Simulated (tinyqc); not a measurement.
MP2 on RHF in the sto-6g basis, frozen core, for H2O, spin multiplicity 1, step by step. Computed by tinyqc, a small Python program that keeps every step (integrals from PySCF). Settings: charge = 0, multiplicity = 1, basis = sto-6g, method = RHF, frozen orbitals = 1, energy threshold = 1e-10, iteration cap = 82, orthogonalisation = canonical, start = core, DIIS depth = 6. Command: `OMP_NUM_THREADS=1 python tinyqc.py 31445 31446 out.jsonl` (the two numbers bound the seeds that draw the settings). One thread of a shared host (Intel(R) Xeon(R) Processor @ 2.60GHz), about 0.1 s of CPU time with the checks. The early iterations of the SCF are left out here.

## One-electron integrals

Geometry (angstrom):
```
atom         x          y         z
O     0.000000   0.000000  0.000000
H     0.000000   0.903000  0.570000
H     0.000000  -0.903000  0.570000
```

Basis sto-6g: exponents (1/bohr^2) and contraction coefficients of normalised primitives:
```
element  l (shell)     exponent  coefficient
O            s (1)  1355.584234     0.009164
O            s (1)   248.544885     0.049361
O            s (1)    69.533902     0.168538
O            s (1)    23.886772     0.370563
O            s (1)     9.275933     0.416492
O            s (1)     3.820341     0.130334
O            s (2)    52.187762    -0.013253
O            s (2)    10.329320    -0.046992
O            s (2)     3.210345    -0.033785
O            s (2)     1.235135     0.250242
O            s (2)     0.536420     0.595117
O            s (2)     0.245881     0.240706
O            p (3)    52.187762     0.003760
O            p (3)    10.329320     0.037679
O            p (3)     3.210345     0.173897
O            p (3)     1.235135     0.418036
O            p (3)     0.536420     0.425860
O            p (3)     0.245881     0.101708
H            s (1)    35.523221     0.009164
H            s (1)     6.513144     0.049361
H            s (1)     1.822143     0.168538
H            s (1)     0.625955     0.370563
H            s (1)     0.243077     0.416492
H            s (1)     0.100112     0.130334
```

Overlap, kinetic and nuclear-attraction integrals over the contracted functions; the nuclear repulsion is the sum of Za Zb / Rab.

nuclear repulsion = 8.22185402 hartree

overlap S, lower triangle:
```
           1O 1s     1O 2s    1O 2px     1O 2py    1O 2pz     2H 1s     3H 1s
1O 1s   1.000000
1O 2s   0.231145  1.000000
1O 2px  0.000000  0.000000  1.000000
1O 2py  0.000000  0.000000  0.000000   1.000000
1O 2pz  0.000000  0.000000  0.000000   0.000000  1.000000
2H 1s   0.042980  0.407344  0.000000   0.297909  0.188049  1.000000
3H 1s   0.042980  0.407344  0.000000  -0.297909  0.188049  0.162697  1.000000
```

kinetic energy T (hartree), lower triangle:
```
            1O 1s     1O 2s    1O 2px     1O 2py    1O 2pz      2H 1s     3H 1s
1O 1s   29.327197
1O 2s   -0.896024  0.842618
1O 2px   0.000000  0.000000  2.531309
1O 2py   0.000000  0.000000  0.000000   2.531309
1O 2pz   0.000000  0.000000  0.000000   0.000000  2.531309
2H 1s   -0.005362  0.080883  0.000000   0.173343  0.109419   0.768522
3H 1s   -0.005362  0.080883  0.000000  -0.173343  0.109419  -0.008208  0.768522
```

nuclear attraction V (hartree), lower triangle:
```
             1O 1s      1O 2s     1O 2px      1O 2py     1O 2pz      2H 1s      3H 1s
1O 1s   -62.249421
1O 2s    -6.380370  -9.984723
1O 2px    0.000000   0.000000  -9.919497
1O 2py    0.000000   0.000000   0.000000  -10.058546
1O 2pz   -0.014088  -0.161790   0.000000    0.000000  -9.974901
2H 1s    -1.356751  -3.154062   0.000000   -2.049957  -1.335356  -5.403558
3H 1s    -1.356751  -3.154062   0.000000    2.049957  -1.335356  -0.992429  -5.403558
```

core Hamiltonian H = T + V (hartree), lower triangle:
```
             1O 1s      1O 2s     1O 2px     1O 2py     1O 2pz      2H 1s      3H 1s
1O 1s   -32.922223
1O 2s    -7.276395  -9.142104
1O 2px    0.000000   0.000000  -7.388188
1O 2py    0.000000   0.000000   0.000000  -7.527237
1O 2pz   -0.014088  -0.161790   0.000000   0.000000  -7.443592
2H 1s    -1.362114  -3.073180   0.000000  -1.876615  -1.225937  -4.635036
3H 1s    -1.362114  -3.073180   0.000000   1.876615  -1.225937  -1.000636  -4.635036
```

## Two-electron integrals

Functions are numbered as in S; the eight-fold symmetry (ij|kl) = (ji|kl) = (kl|ij) leaves the list below.

Two-electron integrals (ij|kl) in chemists' order, unique and non-zero (hartree):
```
(11|11) 4.787491    (21|11) 0.675884    (21|21) 0.121505    (22|11) 1.117379
(22|21) 0.249212    (22|22) 0.817383    (31|31) 0.025762    (32|31) 0.039145
(32|32) 0.180664    (33|11) 1.117381    (33|21) 0.249212    (33|22) 0.817382
(33|33) 0.880663    (41|41) 0.025762    (42|41) 0.039145    (42|42) 0.180664
(43|43) 0.047461    (44|11) 1.117381    (44|21) 0.249212    (44|22) 0.817382
(44|33) 0.785741    (44|44) 0.880663    (51|51) 0.025762    (52|51) 0.039145
(52|52) 0.180664    (53|53) 0.047461    (54|54) 0.047461    (55|11) 1.117381
(55|21) 0.249212    (55|22) 0.817382    (55|33) 0.785741    (55|44) 0.785741
(55|55) 0.880663    (61|11) 0.133905    (61|21) 0.023078    (61|22) 0.046316
(61|33) 0.046217    (61|41) 0.000956    (61|42) 0.001870    (61|44) 0.046430
(61|51) 0.000603    (61|52) 0.001180    (61|54) 0.000134    (61|55) 0.046302
(61|61) 0.004468    (62|11) 0.332537    (62|21) 0.075239    (62|22) 0.274114
(62|33) 0.269512    (62|41) 0.005104    (62|42) 0.038028    (62|44) 0.279383
(62|51) 0.003222    (62|52) 0.024004    (62|54) 0.006231    (62|55) 0.273445
(62|61) 0.014375    (62|62) 0.115480    (63|31) 0.008266    (63|32) 0.046841
(63|43) 0.007804    (63|53) 0.004926    (63|63) 0.016122    (64|11) 0.205889
(64|21) 0.047236    (64|22) 0.183534    (64|33) 0.175328    (64|41) 0.011053
(64|42) 0.070738    (64|44) 0.197379    (64|51) 0.001759    (64|52) 0.015085
(64|54) 0.008994    (64|55) 0.177896    (64|61) 0.009427    (64|62) 0.093998
(64|64) 0.091764    (65|11) 0.129963    (65|21) 0.029817    (65|22) 0.115852
(65|33) 0.110672    (65|41) 0.001759    (65|42) 0.015085    (65|44) 0.114740
(65|51) 0.009376    (65|52) 0.056363    (65|54) 0.010371    (65|55) 0.122145
(65|61) 0.005950    (65|62) 0.059334    (65|64) 0.047747    (65|65) 0.046262
(66|11) 0.483467    (66|21) 0.111424    (66|22) 0.465005    (66|33) 0.446661
(66|41) 0.009589    (66|42) 0.098341    (66|44) 0.486011    (66|51) 0.006053
(66|52) 0.062076    (66|54) 0.024839    (66|55) 0.462340    (66|61) 0.021495
(66|62) 0.250997    (66|64) 0.233084    (66|65) 0.147130    (66|66) 0.774999
(71|11) 0.133905    (71|21) 0.023078    (71|22) 0.046316    (71|33) 0.046217
(71|41) -0.000956   (71|42) -0.001870   (71|44) 0.046430    (71|51) 0.000603
(71|52) 0.001180    (71|54) -0.000134   (71|55) 0.046302    (71|61) 0.004391
(71|62) 0.013824    (71|64) 0.008284    (71|65) 0.005725    (71|66) 0.020396
(71|71) 0.004468    (72|11) 0.332537    (72|21) 0.075239    (72|22) 0.274114
(72|33) 0.269512    (72|41) -0.005104   (72|42) -0.038028   (72|44) 0.279383
(72|51) 0.003222    (72|52) 0.024004    (72|54) -0.006231   (72|55) 0.273445
(72|61) 0.013824    (72|62) 0.090364    (72|64) 0.051276    (72|65) 0.045026
(72|66) 0.157049    (72|71) 0.014375    (72|72) 0.115480    (73|31) 0.008266
(73|32) 0.046841    (73|43) -0.007804   (73|53) 0.004926    (73|63) 0.012107
(73|73) 0.016122    (74|11) -0.205889   (74|21) -0.047236   (74|22) -0.183534
(74|33) -0.175328   (74|41) 0.011053    (74|42) 0.070738    (74|44) -0.197379
(74|51) -0.001759   (74|52) -0.015085   (74|54) 0.008994    (74|55) -0.177896
(74|61) -0.008284   (74|62) -0.051276   (74|64) -0.017663   (74|65) -0.025029
(74|66) -0.081132   (74|71) -0.009427   (74|72) -0.093998   (74|74) 0.091764
(75|11) 0.129963    (75|21) 0.029817    (75|22) 0.115852    (75|33) 0.110672
(75|41) -0.001759   (75|42) -0.015085   (75|44) 0.114740    (75|51) 0.009376
(75|52) 0.056363    (75|54) -0.010371   (75|55) 0.122145    (75|61) 0.005725
(75|62) 0.045026    (75|64) 0.025029    (75|65) 0.034164    (75|66) 0.085121
(75|71) 0.005950    (75|72) 0.059334    (75|74) -0.047747   (75|75) 0.046262
(76|11) 0.100060    (76|21) 0.022837    (76|22) 0.089370    (76|33) 0.087556
(76|44) 0.089551    (76|51) 0.001587    (76|52) 0.013738    (76|55) 0.091004
(76|61) 0.004300    (76|62) 0.036314    (76|64) 0.025704    (76|65) 0.021007
(76|66) 0.079801    (76|71) 0.004300    (76|72) 0.036314    (76|74) -0.025704
(76|75) 0.021007    (76|76) 0.014013    (77|11) 0.483467    (77|21) 0.111424
(77|22) 0.465005    (77|33) 0.446661    (77|41) -0.009589   (77|42) -0.098341
(77|44) 0.486011    (77|51) 0.006053    (77|52) 0.062076    (77|54) -0.024839
(77|55) 0.462340    (77|61) 0.020396    (77|62) 0.157049    (77|64) 0.081132
(77|65) 0.085121    (77|66) 0.290978    (77|71) 0.021495    (77|72) 0.250997
(77|74) -0.233084   (77|75) 0.147130    (77|76) 0.079801    (77|77) 0.774999
```

## Orthogonalisation

S = U s U^T; canonical form X = U s^(-1/2), so that X^T S X = 1. Each column of U has its largest component positive (the first on a tie).

eigenvalues of S: 0.416219  0.489563  0.897465  1.000000  1.082340  1.347740  1.766673

X:
```
                1          2          3         4          5          6         7
1O 1s   -0.327954   0.000000   0.744702  0.000000  -0.607773   0.000000  0.180742
1O 2s    1.082017   0.000000  -0.264133  0.000000  -0.270466   0.000000  0.458207
1O 2px   0.000000   0.000000   0.000000  1.000000   0.000000   0.000000  0.000000
1O 2py   0.000000   0.909776   0.000000  0.000000   0.000000   0.664323  0.000000
1O 2pz   0.439564   0.000000   0.653071  0.000000   0.662778   0.000000  0.186373
2H 1s   -0.682294  -0.779405  -0.178045  0.000000   0.145103   0.387722  0.379921
3H 1s   -0.682294   0.779405  -0.178045  0.000000   0.145103  -0.387722  0.379921
```

## Starting guess

The start is the orbitals of the core Hamiltonian; D = 2 C_occ C_occ^T.

D at the start, lower triangle:
```
            1O 1s      1O 2s    1O 2px     1O 2py     1O 2pz     2H 1s     3H 1s
1O 1s    2.124733
1O 2s   -0.566604   2.561413
1O 2px   0.000000   0.000000  2.000000
1O 2py   0.000000   0.000000  0.000000   2.318634
1O 2pz  -0.037237   0.226305  0.000000   0.000000   2.111415
2H 1s    0.075186  -0.326797  0.000000  -0.335692  -0.187478  0.102331
3H 1s    0.075186  -0.326797  0.000000   0.335692  -0.187478  0.005128  0.102331
```

## Iteration 8 (converged): orbitals

converged F (hartree), lower triangle:
```
             1O 1s      1O 2s     1O 2px     1O 2py     1O 2pz      2H 1s      3H 1s
1O 1s   -20.498086
1O 2s    -4.960948  -2.302644
1O 2px    0.000000   0.000000  -0.383222
1O 2py    0.000000   0.000000   0.000000  -0.258251
1O 2pz   -0.025541  -0.075250   0.000000   0.000000  -0.289777
2H 1s    -0.929835  -0.836321   0.000000  -0.385555  -0.297425  -0.443028
3H 1s    -0.929835  -0.836321   0.000000   0.385555  -0.297425  -0.241694  -0.443028
```

Diagonalise F' = X^T F X, C = X C', fill 5 alpha and 5 beta electrons from the bottom; D = 2 C_occ C_occ^T. Each column has its largest component positive (the first on a tie).

F' = X^T F X (hartree), lower triangle:
```
           1         2          3          4          5          6          7
1  -0.143175
2   0.000000  0.635203
3   2.108976  0.000000  -9.268573
4   0.000000  0.000000   0.000000  -0.383222
5  -1.593836  0.000000   8.845105   0.000000  -9.134874
6   0.000000  0.092861   0.000000   0.000000   0.000000  -0.571740
7   0.421813  0.000000  -4.194175   0.000000   4.306065   0.000000  -3.119070
```

orbital energies (hartree): MO1 -20.501125, MO2 -1.216196, MO3 -0.578843, MO4 -0.418741, MO5 -0.383222, MO6 0.470369, MO7 0.642306

coefficients C:
```
              MO1        MO2        MO3        MO4       MO5        MO6        MO7
1O 1s    0.996788  -0.226489   0.000000   0.083689  0.000000   0.110919   0.000000
1O 2s    0.014690   0.877946   0.000000  -0.464895  0.000000  -0.732462   0.000000
1O 2px   0.000000   0.000000   0.000000   0.000000  1.000000   0.000000   0.000000
1O 2py   0.000000   0.000000   0.593003   0.000000  0.000000   0.000000   0.957792
1O 2pz   0.002384   0.086732   0.000000   0.788150  0.000000  -0.681923   0.000000
2H 1s   -0.003038   0.146025   0.446036   0.307498  0.000000   0.739413  -0.747565
3H 1s   -0.003038   0.146025  -0.446036   0.307498  0.000000   0.739413   0.747565
```

D after iteration 8, lower triangle:
```
            1O 1s      1O 2s    1O 2px     1O 2py    1O 2pz      2H 1s     3H 1s
1O 1s    2.103776
1O 2s   -0.446218   1.974263
1O 2px   0.000000   0.000000  2.000000
1O 2py   0.000000   0.000000  0.000000   0.703305
1O 2pz   0.097383  -0.580452  0.000000   0.000000  1.257417
2H 1s   -0.020734  -0.029594  0.000000   0.529001  0.510026   0.629671
3H 1s   -0.020734  -0.029594  0.000000  -0.529001  0.510026  -0.166120  0.629671
```

## Convergence

Stop when the energy changes by less than 1e-10 hartree and every element of the error matrix X^T (F D S - S D F) X is below 3e-06.

Course of the cycle:
```
iteration   E (hartree)     change  largest element of the error matrix
1          -74.01497480          -                             8.58e-01
2          -75.59907520  -1.58e+00                             2.46e-01
3          -75.65415559  -5.51e-02                             4.20e-02
4          -75.65656299  -2.41e-03                             9.86e-03
5          -75.65674256  -1.80e-04                             2.82e-03
6          -75.65675923  -1.67e-05                             1.66e-04
7          -75.65675927  -3.63e-08                             4.35e-07
8          -75.65675927  -3.13e-13                             1.35e-08
```

PySCF RHF in the same basis = -75.65675927 hartree

Converged in 8 iterations.

## Populations, bond orders and dipole

Mulliken: Z minus the diagonal of D S on the atom; Loewdin: the same with S^(1/2) D S^(1/2); Mayer order: 2 sum_s sum (D(s) S)_ij (D(s) S)_ji over the two atoms.

Charges (e):
```
atom   Mulliken    Loewdin
1O    -0.313595  -0.230565
2H     0.156798   0.115282
3H     0.156798   0.115282
```

Mayer bond orders:
```
pair     order
2-1   0.956286
3-1   0.956286
3-2   0.019128
```

dipole moment about the origin, x y z (debye): 0.000000  0.000000  1.553588

## Integrals over molecular orbitals

(pq|rs) = sum C_ip C_jq C_kr C_ls (ij|kl), one index at a time.

one-electron integrals over orbitals h = C^T H C (hartree), lower triangle:
```
            1          2          3          4          5          6          7
1  -32.909288
2    0.577432  -7.619988
3    0.000000   0.000000  -6.078546
4   -0.203892   0.503460   0.000000  -6.784477
5    0.000000   0.000000   0.000000   0.000000  -7.388188
6   -0.288781   1.284804   0.000000   1.203062   0.000000  -5.227399
7    0.000000   0.000000  -1.791137   0.000000   0.000000   0.000000  -5.592711
```

Two-electron integrals over orbitals (pq|rs), unique and non-zero (hartree); the lowest 1 orbital is frozen and left out:
```
(22|22) 0.723638    (32|32) 0.134583    (33|22) 0.617995    (33|33) 0.599931
(42|22) -0.018535   (42|33) 0.004222    (42|42) 0.130849    (43|32) 0.027685
(43|43) 0.051191    (44|22) 0.677013    (44|33) 0.575387    (44|42) -0.101045
(44|44) 0.742756    (52|52) 0.149745    (53|53) 0.026544    (54|52) -0.042071
(54|54) 0.049843    (55|22) 0.754632    (55|33) 0.604691    (55|42) -0.073562
(55|44) 0.712138    (55|55) 0.880663    (62|22) -0.134612   (62|33) -0.064154
(62|42) -0.029171   (62|44) -0.078840   (62|55) -0.148763   (62|62) 0.095378
(63|32) 0.045660    (63|43) 0.037437    (63|63) 0.082293    (64|22) -0.116294
(64|33) -0.043671   (64|42) 0.031903    (64|44) -0.126631   (64|55) -0.134039
(64|62) 0.064617    (64|64) 0.081785    (65|52) -0.055286   (65|54) -0.003371
(65|65) 0.035124    (66|22) 0.586475    (66|33) 0.549166    (66|42) 0.053755
(66|44) 0.538094    (66|55) 0.569395    (66|62) -0.086608   (66|64) -0.046320
(66|66) 0.576250    (72|32) 0.053161    (72|43) -0.028018   (72|63) -0.030369
(72|72) 0.067650    (73|22) 0.163492    (73|33) 0.089835    (73|42) -0.070859
(73|44) 0.156543    (73|55) 0.201154    (73|62) -0.073666   (73|64) -0.088912
(73|66) 0.040364    (73|73) 0.154530    (74|32) -0.070145   (74|43) -0.006852
(74|63) -0.053243   (74|72) -0.017843   (74|74) 0.066131    (75|53) 0.024028
(75|75) 0.025677    (76|32) -0.094038   (76|43) -0.058422   (76|63) -0.074929
(76|72) 0.001793    (76|74) 0.058617    (76|76) 0.119880    (77|22) 0.617098
(77|33) 0.589558    (77|42) -0.020900   (77|44) 0.594929    (77|55) 0.620039
(77|62) -0.066066   (77|64) -0.049302   (77|66) 0.550691    (77|73) 0.103629
(77|77) 0.608444
```

## Second-order Moller-Plesset energy

Hartree-Fock energy = -75.65675927 hartree

E2 = sum_ijab (ia|jb) [2 (ia|jb) - (ib|ja)] / (e_i + e_j - e_a - e_b) over occupied i, j and virtual a, b; the opposite-spin part is (ia|jb)^2 / denominator, the rest is same-spin, and SCS-MP2 scales them by 6/5 and 1/3.

Terms:
```
i  j  a  b    (ia|jb)    (ib|ja)  denominator       term
3  3  7  7   0.154530   0.154530    -2.442297  -0.009778
3  4  7  6  -0.088912  -0.053243    -2.110258  -0.005249
4  3  6  7  -0.088912  -0.053243    -2.110258  -0.005249
4  4  6  6   0.081785   0.081785    -1.778220  -0.003762
3  3  6  6   0.082293   0.082293    -2.098424  -0.003227
2  3  6  7  -0.073666  -0.030369    -2.907713  -0.002963
3  2  7  6  -0.073666  -0.030369    -2.907713  -0.002963
2  2  6  6   0.095378   0.095378    -3.373130  -0.002697
4  4  7  7   0.066131   0.066131    -2.122093  -0.002061
4  2  6  6   0.064617   0.064617    -2.575675  -0.001621
2  4  6  6   0.064617   0.064617    -2.575675  -0.001621
2  2  7  7   0.067650   0.067650    -3.717003  -0.001231
5  5  6  6   0.035124   0.035124    -1.707182  -0.000723
4  3  7  6  -0.053243  -0.088912    -2.110258  -0.000443
3  4  6  7  -0.053243  -0.088912    -2.110258  -0.000443
5  5  7  7   0.025677   0.025677    -2.051055  -0.000321
3  2  6  7  -0.030369  -0.073666    -2.907713   0.000135
2  3  7  6  -0.030369  -0.073666    -2.907713   0.000135
2  4  7  7  -0.017843  -0.017843    -2.919548  -0.000109
4  2  7  7  -0.017843  -0.017843    -2.919548  -0.000109
```

Pair energies (hartree; pair i-j sums ij and ji):
```
pair  opposite spin  same spin
2-2       -0.003928   0.000000
3-2       -0.004367  -0.001289
3-3       -0.013005   0.000000
4-2       -0.003460   0.000000
4-3       -0.010179  -0.001206
4-4       -0.005822   0.000000
5-5       -0.001044   0.000000
```

MP2 correlation energy = -0.04430085 hartree

SCS-MP2 correlation energy = -0.05099849 hartree

MP2 total energy = -75.70106012 hartree
